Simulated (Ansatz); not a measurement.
Cost and result for the atomization energy of C3H7NO, SMILES `NCC1CO1` (12 atoms, 12 bonds).

```xyz
12

N     0.494    0.321    1.778
C     0.920    0.147    0.402
C    -0.074   -0.564   -0.476
C    -1.040    0.172   -1.285
O     0.097   -0.435   -1.878
H    -0.399    0.798    1.820
H     0.376   -0.574    2.238
H     1.132    1.127   -0.037
H     1.865   -0.404    0.400
H    -0.350   -1.569   -0.153
H    -1.995   -0.280   -1.542
H    -1.026    1.260   -1.266
```

Charge 0, multiplicity 1. The structure was optimised at the PBE0-D4/def2-TZVP level. It is one conformer, not always the lowest. Program: Ansatz. All runs use 4 threads of a server CPU on a shared host. Times are those of one run each, without the atoms' runs, and a repeat can differ threefold. Electronic energies, without spin–orbit coupling; frozen cores. CCSD(T)/CBS adds CCSD(T) − MP2 in def2-TZVPP to the MP2 limit, and its time is that of the two runs behind it. T1 = 0.011. B3LYP takes the VWN-RPA correlation (the form of Gaussian; ORCA's B3LYP/G).

CCSD(T)/CBS is a level of theory with its own doubt, some kJ/mol a heavy atom from the limit and from the frozen cores, so smaller differences don't rank the functionals.

```
                             level  functions  wall time  atomization (kcal/mol)  difference from CCSD(T)/CBS  per bond
                PBE0-D4/def2-TZVPP        253       11 s                  1124.3                          9.9       0.8
                 B2PLYP/def2-TZVPP        253       13 s                  1104.4                        -10.0      -0.8
 B3LYP-D4/def2-TZVPP (with forces)        253       13 s                  1116.3                          1.9       0.2
   PBE-D4/def2-TZVPP (with forces)        253       15 s                  1150.6                         36.2       3.0
                ωB97X-V/def2-TZVPP        253       18 s                  1119.9                          5.5       0.5
r2SCAN-D4/def2-TZVPP (with forces)        253       20 s                  1116.7                          2.3       0.2
  ωB97M-V/def2-TZVPP (with forces)        253       21 s                  1120.1                          5.7       0.5
                    MP2/def2-QZVPP        495       60 s                  1122.5                          8.1       0.7
                CCSD(T)/def2-TZVPP        253    3.6 min                  1084.3                        -30.1      -2.5
                 CCSD(T)/CBS(def2)          –    4.6 min                  1114.4                          0.0       0.0
```

In def2-TZVPP, CCSD(T) changes the Hartree–Fock value by +306.0 kcal/mol (the triples alone add +18.3 kcal/mol) and MP2 by +326.5 kcal/mol; breaking electron pairs costs correlation energy, which Hartree–Fock lacks. The D4 term adds +7.2 kcal/mol with B3LYP and +3.8 kcal/mol with PBE0; it sums over pairs of atoms, weighted by their polarisabilities, and B3LYP, whose exchange is more repulsive, gets the larger term. From PBE to PBE0 (25 % exact exchange), in def2-TZVPP and without D4, the atomization energy moves by −25.6 kcal/mol: exact exchange takes away binding that semilocal exchange gives to molecules.
